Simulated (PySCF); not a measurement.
Compound: sulfate ion, SO4 (charge -2).
Geometry (PBE0-D3(BJ)/def2-SVP, Å), atoms numbered from 1 in this order:
```
atom  x, y, z in Å
O1     0.151    1.191   -0.928
S2     0.010   -0.006   -0.007
O3     0.336   -1.274   -0.771
O4    -1.413   -0.080    0.510
O5     0.966    0.140    1.161
```

Computed with PySCF at PBE0/pcSseg-1, non-relativistic, on one gas-phase PBE0-D3(BJ)/def2-SVP geometry that isn't relaxed in the solvent. The solvent is an IEF-PCM continuum (van der Waals radii × 1.2). Only the electrostatic response of the medium enters.

Gas phase at PBE0/pcSseg-1: HOMO 4.56 eV, LUMO 15.44 eV.

Q: What does the continuum do to the energy and the frontier levels at PBE0/pcSseg-1 in tetrahydrofuran and water?

A: 
```csv
solvent,ε,E(solvent) − E(gas) (kcal/mol),polarisation term (kcal/mol),distortion of the solute (kcal/mol),HOMO (eV),LUMO (eV)
tetrahydrofuran,7.426,-205.29,-205.42,0.13,-4.45,6.49
water,78.36,-234.18,-234.37,0.19,-5.72,5.23
```

Polarisation term: ½ Σ q·V over the induced surface charges. Distortion: the rise of the solute's own energy as its density leaves the gas-phase optimum. From tetrahydrofuran to water the lowering changes by a factor 1.14, Born's factor 1 − 1/ε by 1.14 and ε itself by 10.6.

Q: Which radius a makes Born's formula ΔE = −(q²/2a)(1 − 1/ε) give the value in water?

A: a = q²(1 − 1/ε)/(2|ΔE|) = 2.80 Å, with q = -2 e and |ΔE| = 0.3732 Eh; the farthest nucleus lies 1.52 Å from the centroid of the nuclei. The formula assumes a point charge at the centre of a sphere.

Q: Which ESP-fitted charges (PBE0/pcSseg-1) respond most in tetrahydrofuran (means over atoms taken as equivalent)?

A: 
```
      atoms         environment  gas (e)  solvent (e)  change
         S2     sulfonyl sulfur   +1.385       +1.301  -0.084
O1/O3/O4/O5  oxygen bonded to S   -0.846       -0.825  +0.021
```

Q: How do the nuclear quadrupole coupling constants eQVzz/h respond in tetrahydrofuran?

A: 
| nucleus | Q (barn) | gas (MHz) | solvent (MHz) | η gas | η solvent |
| --- | --- | --- | --- | --- | --- |
| 17O at O1 | -0.0256 | -9.86 | -9.78 | 0.00 | 0.00 |
| 17O at O3 | -0.0256 | -9.84 | -9.77 | 0.00 | 0.00 |
| 17O at O4 | -0.0256 | -9.84 | -9.77 | 0.00 | 0.00 |
| 17O at O5 | -0.0256 | -9.86 | -9.78 | 0.00 | 0.00 |
